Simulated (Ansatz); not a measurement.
hcp Co

Level of theory: revPBE (PAW; Ansatz, a quantum-chemistry and plane-wave program).

Numerical settings: plane-wave cutoff 520 eV, 30×30×16 k mesh (along the axes of the cell as run), Fermi–Dirac smearing 0.04 eV (set by the program), spin-polarised with parallel moments, scalar-relativistic PAW data made under PBE.

Cell (relaxed at this level):

```cif
data_Co2
_chemical_formula_sum 'Co2'
_space_group_name_H-M_alt 'P 1'
_space_group_IT_number 1
_cell_length_a 2.51011
_cell_length_b 2.51011
_cell_length_c 4.06060
_cell_angle_alpha 90.000
_cell_angle_beta 90.000
_cell_angle_gamma 120.000
loop_
_space_group_symop_operation_xyz
  'x, y, z'
loop_
_atom_site_label
_atom_site_type_symbol
_atom_site_fract_x
_atom_site_fract_y
_atom_site_fract_z
_atom_site_occupancy
Co1 Co 0.66667 0.33333 0.75000 1
Co2 Co 0.33333 0.66667 0.25000 1
```

| Quantity | Value |
|---|---|
| elastic constant C11 | 325 GPa |
| elastic constant C12 | 159 GPa |
| elastic constant C13 | 103 GPa |
| elastic constant C33 | 376 GPa |
| elastic constant C44 | 91.6 GPa |
| elastic constant C66 | 82.8 GPa |
| Voigt–Reuss–Hill bulk modulus | 195 GPa |
| polycrystal shear modulus (Hill average) | 95.5 GPa |
| Young modulus | 246 GPa |
| Poisson ratio | 0.290 |

Measured, for comparison: elastic constant C11 306 GPa, elastic constant C12 165 GPa, elastic constant C13 102 GPa, elastic constant C33 357 GPa, elastic constant C44 75 GPa (temperature not stated, no zero-point or thermal correction; as tabulated in Steinle-Neumann et al. (1999), arXiv:cond-mat/9904431). Computed (rounded) less measured: elastic constant C11 +6 %, elastic constant C12 -4 %, elastic constant C13 +1.0 %, elastic constant C33 +5 %, elastic constant C44 +22 %. A static lattice is as a rule a little smaller and stiffer than an uncorrected measurement, which narrows the difference in the elastic constant C11, elastic constant C33 and would widen misses of the other sign.

Elastic constants are with the ions relaxed.

Computed values are for the static lattice.
